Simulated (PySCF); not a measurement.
PySCF job for pyrazine (C4H4N2), SMILES c1cnccn1, SMD-ωB97X/def2-SVP. Geometry optimised at PBE0-D3(BJ)/def2-SVP.

```python
import numpy as np
from pyscf import gto, scf, dft
from pyscf.solvent import smd

mol = gto.M(
    atom='''
    C     0.00000000   -1.12973847   -0.69834677
    C     0.00000000   -1.12973855    0.69834666
    N    -0.00000000   -0.00000008    1.39910559
    C    -0.00000000    1.12973847    0.69834677
    C    -0.00000000    1.12973855   -0.69834666
    N     0.00000000    0.00000008   -1.39910559
    H    -0.00000001   -2.07169355   -1.25832438
    H     0.00000000   -2.07169370    1.25832415
    H     0.00000001    2.07169355    1.25832438
    H    -0.00000000    2.07169370   -1.25832415
    ''',
    basis='def2-SVP',
    charge=0,
    spin=0,
    max_memory=1600,
    verbose=3,
)
mf = dft.RKS(mol, xc='wb97x').density_fit(auxbasis='def2-universal-jkfit')
mf.grids.level = 3
mf.conv_tol = 1e-9
mf.max_cycle = 100
mf.kernel()
res = {}
for name in ['water', 'dimethylsulfoxide', 'toluene']:
    s = mf.SMD()
    s.with_solvent.solvent, s.with_solvent.sasa_ng = name, 302
    s.kernel(mf.make_rdm1())
    res[name] = (s.e_tot, s.with_solvent.get_cds(), s.dip_moment(), s.mo_energy, s.converged)
    print(f'SMD {name}: dG(solv) = {(s.e_tot - mf.e_tot) * 627.509474:.3f} kcal/mol, of which CDS {res[name][1] * 627.509474:.3f}')
```

Log of the run:

```
converged SCF energy = -264.047674506253
converged SCF energy = -264.057295959932
Dipole moment(X, Y, Z, Debye): -0.00000, -0.00000, -0.00000
SMD water: dG(solv) = -6.038 kcal/mol, of which CDS -0.119
converged SCF energy = -264.054596421163
Dipole moment(X, Y, Z, Debye):  0.00000,  0.00000,  0.00000
SMD dimethylsulfoxide: dG(solv) = -4.344 kcal/mol, of which CDS 1.492
converged SCF energy = -264.053874521216
Dipole moment(X, Y, Z, Debye): -0.00000,  0.00000,  0.00000
SMD toluene: dG(solv) = -3.891 kcal/mol, of which CDS -1.129
```

The run converged.
